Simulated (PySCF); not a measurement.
**B3LYP/def2-TZVPPD run of BH (SMILES [BH])**

What is the vertical singlet–triplet gap of BH at B3LYP/def2-TZVPPD? Input form: a Python script.

The results are computed with PySCF 2.14.0.

3 further runs of the same task are left out: 1 that didn't finish, 2 set aside as unsound or not needed.

### 1 The molecule

BH: 2 atoms, total charge 0, spin state singlet. SMILES: `[BH]`. The bond length is the measured one.

Bond lengths: B1–H2 1.232 Å.

### 2 The energy at B3LYP/def2-TZVPPD

Contents of job.py:

```python
# borane(1)
from pyscf import gto, dft

mol = gto.M(
    atom=[
    ('B', (0.000000, 0.000000, 0.000000)),
    ('H', (0.000000, 0.000000, 1.232400)),
],
    verbose=3,
    charge=0,
    max_memory=1860,
    spin=0,
    basis='def2-tzvppd',
)

calc0 = dft.RKS(mol)
calc0.xc = 'b3lyp'
calc0.conv_tol = 1e-10
calc0.grids.level = 5
calc0.kernel()
if not calc0.converged:
    calc0 = calc0.newton().run(calc0.mo_coeff, calc0.mo_occ)

e_final = calc0.e_tot
print('E(%s) = %.9f' % ('B3LYP', e_final))
```

Started as:

```sh
OMP_NUM_THREADS=1 python job.py
```

The log of the run:

```text
converged SCF energy = -25.2997487251757
E(B3LYP) = -25.299748725
```

It took 3.3 s on 1 thread of Arm Neoverse N1, shared host; peak memory 0.26 GiB.

### 3 The triplet

Contents of run.py:

```python
from pyscf import gto, dft

molecule = gto.M(
    atom=[
    ('B', (0.000000, 0.000000, 0.000000)),
    ('H', (0.000000, 0.000000, 1.232400)),
],
    basis='def2-tzvppd',
    spin=2,
    verbose=3,
    max_memory=1860,
)

mf = dft.UKS(molecule, xc='b3lyp')
mf.conv_tol = 1e-10
mf.grids.level = 5
mf.kernel()
if not mf.converged:
    mf = mf.newton().run(mf.mo_coeff, mf.mo_occ)

etot = mf.e_tot
print('E = %.10f Eh' % etot)
```

Started as:

```sh
OMP_NUM_THREADS=1 python run.py
```

The log of the run:

```text
WARN: HOMO -0.100368334545799 >= LUMO -0.216510772647863

converged SCF energy = -25.2576814414316  <S^2> = 2.0015224  2S+1 = 3.0010148
E = -25.2576814414 Eh
```

Run time: 5.4 s. Hardware: 1 thread of Arm Neoverse N1, shared host; peak memory 0.27 GiB.

### 4 What came out

At B3LYP/def2-TZVPPD:

| quantity | value |
| --- | --- |
| singlet: total energy | -25.29975 Eh |
| singlet: dipole moment | 1.57 D |
| singlet: HOMO energy | -6.53 eV |
| singlet: LUMO energy | -2.61 eV |
| singlet: HOMO–LUMO gap | 3.91 eV |
| triplet: total energy | -25.25768 Eh |
| triplet: dipole moment | 0.19 D |
| triplet: HOMO energy (highest over α and β) | -5.22 eV |
| triplet: LUMO energy (lowest over α and β) | -3.46 eV |
| triplet: ⟨S²⟩ | 2.002 |
| vertical energy of the triplet above the singlet | 1.145 eV |

At this shape the triplet lies 1.14 eV (26 kcal/mol) above the singlet.
